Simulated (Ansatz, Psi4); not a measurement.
## C2H6O (ethanol): from total energies to a heat of formation

C2H6O has 9 atoms, charge 0, and is taken as a singlet. SMILES: `CCO`. The shape is that of a PBE0-D4/def2-TZVP optimisation. This is one conformer, not always the lowest.

Total energies at MP3/cc-pVDZ, 3 core orbitals frozen (Psi4 1.11); the atoms run unrestricted:

```tsv
species	state	energy (Eh)
C2H6O	singlet	-154.604133
C	triplet	-37.753270
O	triplet	-74.907330
H	doublet	-0.499278
```

Harmonic wavenumbers at PBE0-D4/def2-TZVP, in cm⁻¹: 266, 287, 425, 804, 900, 1066, 1102, 1147, 1281, 1372, 1395, 1421, 1480, 1485, 1512, 3003, 3041, 3090, 3116, 3132, 3858.

Measured heats of formation of the gaseous atoms at 298.15 K, in kJ/mol: C 716.9, O 249.2, H 218.0. Spin-orbit lowering of the atoms at 298 K (mean of the ground term's levels less their thermal mean, from spectra), in kJ/mol: C 0.02, O 0.40. Take 1 Eh = 2625.50 kJ/mol, 1 cm⁻¹ = 0.0119627 kJ/mol, RT = 2.479 kJ/mol.

Task: What heat of formation follows?

Result: 
1. Electronic atomisation energy: 2 × (-37.753270) + (-74.907330) + 6 × (-0.499278) − (-154.604133) = 1.194595 Eh = 3136.4 kJ/mol.
2. Zero-point energy: half the sum of the wavenumbers, 17591.5 cm⁻¹ = 210.4 kJ/mol.
3. Thermal vibrational enthalpy, Σ hcν̃/(exp(hcν̃/kT) − 1): 3.8 kJ/mol. Translation, rotation and pV of a non-linear molecule: 4 RT = 9.9 kJ/mol.
4. The 9 free atoms carry 5/2 RT each: 55.8 kJ/mol.
5. Spin-orbit coupling lowers the free atoms by 2 × 0.02 + 0.40 = 0.4 kJ/mol.
6. Atomisation enthalpy at 298 K: 3136.4 − 0.4 − 210.4 − 3.8 − 9.9 + 55.8 = 2967.7 kJ/mol.
7. Sum of the atoms' heats of formation: 2991.0 kJ/mol. Heat of formation: 2991.0 − 2967.7 = +23.3 kJ/mol.

The tabulated value is -234.6 kJ/mol (Active Thermochemical Tables), so this level is off by +257.9 kJ/mol, or 8.0 % of the atomisation enthalpy that the table implies (3225.5 kJ/mol). Perturbation theory converges slowly with the basis for atomisation. A double-zeta basis underbinds. Anharmonicity and any spin-orbit splitting of the molecule are left out, and so is core correlation.
